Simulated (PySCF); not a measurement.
## A search over the determinants of Cl₂⁺

Unrestricted PBE0; PySCF, no relativity, basis sets Cl aug-pcseg-1. Outer shells of the fragments: Cl+ 3s2 3p4; Cl 3s2 3p5.

Followed along the bond (rough minima from three points):

```
2Ms+1   unpaired  ⟨S²⟩ at the start  R at minimum (Å)  Te (eV)
    2        π ↑               0.75              1.92     0.00
    4  σ ↑, π ↑↑               3.76  none in the scan   ≤ 1.98
```

Solutions found at the starting distance of 2.040 Å, counted from the lowest of them; the search is not exhaustive and high or unbound solutions are not listed, so other states can lie among these:

```csv
2Ms+1,unpaired,term,E (eV),⟨S²⟩,⟨Lz²⟩
2,π ↑,²Π,0.00,0.75,1.00
4,"σ ↑, π ↑↑",⁴Σ⁻,2.16,3.76,0.00
2,"σ ↑, π ↑↓",mixed,2.74,1.76,2.01
2,"σ ↓, π ↑↑",mixed,2.77,1.76,0.00
2,σ ↑,mixed,3.69,0.75,2.00
4,"σ ↑, π ↑↑",mixed,3.96,3.76,2.01
4,"σ ↑↑, π ↑",⁴Π,5.89,3.76,1.00
2,π ↑,²Π,7.28,0.75,1.00
```

A term symbol is given only where ⟨S²⟩ and ⟨Lz²⟩ are close to those of a pure state; real π, δ and φ orbitals otherwise mix terms, and g/u labels are left off.

Counting both spins, an empty level lies below a filled one in some of these solutions, because spin and occupation are held.
